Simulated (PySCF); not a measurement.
Calculated properties of `C=CP(C)C`

C₄H₉P.
Bonds: C1–C2 (double), C2–P3, P3–C4, P3–C5. Hydrogens: H6, H7 on C1; H8 on C2; H9, H10, H11 on C4; H12, H13, H14 on C5.

Among its groups: C=C double bond and phosphine.

**PBE0-D3(BJ)/def2-SVP geometry optimisation, gas phase (PySCF)**

- Point group: C1
- Rotational constants A, B, C: 5.421, 3.070, 2.372 GHz

**PBE0/def2-SVPD ground state, ΔSCF and vertical TDDFT (core frozen in the response) (PySCF)**

- Dipole moment: 1.23 D
- HOMO energy: -6.30 eV
- LUMO energy: -0.18 eV
- HOMO–LUMO gap: 6.12 eV
- Lowest singlet excitation: 5.24 eV (236 nm, f = 0.171)
- Strongest line among the 10 lowest singlet transitions: S1 at 5.24 eV (236 nm, f = 0.171)
- Lowest triplet excitation (Tamm–Dancoff): 3.85 eV
- Static isotropic polarisability: 78.6 au
- Vertical ionisation energy: 8.21 eV
- Electronic spatial extent ⟨r²⟩ about the centre of nuclear charge: 608 bohr²

From B3LYP/pcSseg-2 ground state and GIAO shieldings, non-relativistic (PySCF):

- 13C chemical shifts (computed TMS as zero) by class: 160.5 (C2), 126.6 (C1), 15.9 (C4/C5) ppm
- 1H chemical shifts (computed TMS as zero) by class: 6.71 (H8), 5.73 (H6), 5.38 (H7), 1.03 (H9/H10/H11/H12/H13/H14) ppm
- Isotropic shieldings of nuclei other than C and H, by class: 330 (P3) ppm

Monoisotopic mass (most abundant isotopes): 88.0442 u.

The 10 singlets span 5.24 to 7.65 eV, and their oscillator strengths add up to 0.76. The principal polarisabilities are 64.1, 76.4 and 95.3 au; their mean is the isotropic value. S1 lies 0.88 eV below the HOMO–LUMO gap; its leading configuration is HOMO→LUMO, weight 0.95. The vertical singlet–triplet gap S1 − T1 is 1.39 eV (TDDFT singlet less Tamm–Dancoff triplet; S1: HOMO→LUMO, weight 0.95; T1: HOMO→LUMO, weight 0.77). The polarisability is 11.65 Å³ as a volume (1 au = 0.148185 Å³), or 1.64 au for each of the 48 electrons. The largest Löwdin shares of the HOMO are 0.51 on P3, 0.12 on C2, 0.12 on C1 and 0.09 on C5.

 NMR classes are plain means over equivalent atoms (diastereotopic ones count apart unless rotation or inversion swaps them), as if these changed places fast; in this geometry the members of some classes differ.

Shape of the structure used: `[CH2:1]=[CH:2][P:3]([CH3:4])[CH3:5]`: C1–C2–P3–C4 19°.

One conformer stands for the species.
